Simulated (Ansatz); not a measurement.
The input, for Ansatz 0.2.0:

```yaml
crystal:
  periodic: [false, false, false]
  atoms:
    - {symbol: Si, position_ang: [-0.030510, 0.000000, 1.138318]}
    - {symbol: Si, position_ang: [0.069566, 0.000000, -1.185054]}
    - {symbol: H, position_ang: [0.662773, -1.210670, 1.652385]}
    - {symbol: H, position_ang: [0.662773, 1.210671, 1.652384]}
    - {symbol: H, position_ang: [-1.427985, 0.000001, 1.655104]}
    - {symbol: H, position_ang: [-0.492916, -1.218619, -1.828798]}
    - {symbol: H, position_ang: [-0.492916, 1.218618, -1.828799]}
basis:
  gaussian: {orbitals: cc-pVDZ}
magnetization: {spin_polarized: false, initial_magnetization: 3}
correlation: {method: ccsdt_q, electrons: outside_noble_gas}
```

```sh
$ ansatz run in.yaml --threads 2 --pin off --events-out ev --progress --plain --max-ram 16896MiB --backend cuda --devices 0, --max-vram 18GiB
```

Output:

```
1181 factors; integrals over basis functions are off by at most 2.2e-7 eV
mean field evaluation 1: about -15793.4290 eV, gradient 1.2e1 eV
mean field evaluation 2: about -15793.4354 eV, gradient 1.2e1 eV
mean field evaluation 4: about -15794.8796 eV, gradient 1.8e0 eV
mean field evaluation 8: about -15794.9406 eV, gradient 8.7e-2 eV
mean field evaluation 16: about -15794.9405 eV, gradient 3.4e-2 eV
mean field evaluation 32: about -15794.9994 eV, gradient 5.6e-1 eV
mean field evaluation 64: about -15794.9407 eV, gradient 3.4e-6 eV
mean field evaluation 96: about -15794.9073 eV, gradient 3.3e0 eV
mean field evaluation 128: about -15794.9371 eV, gradient 1.3e-1 eV
mean field evaluation 160: about -15793.4738 eV, gradient 4.5e0 eV
...
cycle  17  -6.59870600 eV  change   -1.5e-5 eV  update   3.3e-5
cycle  18  -6.59872478 eV  change   -1.9e-5 eV  update   2.1e-5
cycle  19  -6.59872584 eV  change   -1.1e-6 eV  update   1.4e-5
cycle  20  -6.59871206 eV  change    1.4e-5 eV  update   9.1e-6
cycle  21  -6.59870575 eV  change    6.3e-6 eV  update   5.7e-6
cycle  22  -6.59870566 eV  change    9.3e-8 eV  update   3.6e-6
cycle  23  -6.59870697 eV  change   -1.3e-6 eV  update   2.3e-6
cycle  24  -6.59870861 eV  change   -1.6e-6 eV  update   1.4e-6
cycle  25  -6.59870895 eV  change   -3.5e-7 eV  update   8.8e-7
cycle  26  -6.59870905 eV  change   -1.0e-7 eV  update   6.2e-7
perturbative correction -0.00906049 eV, -0.0003329667 hartree
Total energy: -15802.16074575 eV, -580.7186963172 hartree
```

Ran on 2 threads of AMD EPYC 7R13 with a shared H100 80 GB, shared host: 9 s wall, 0.86 GiB peak host memory.
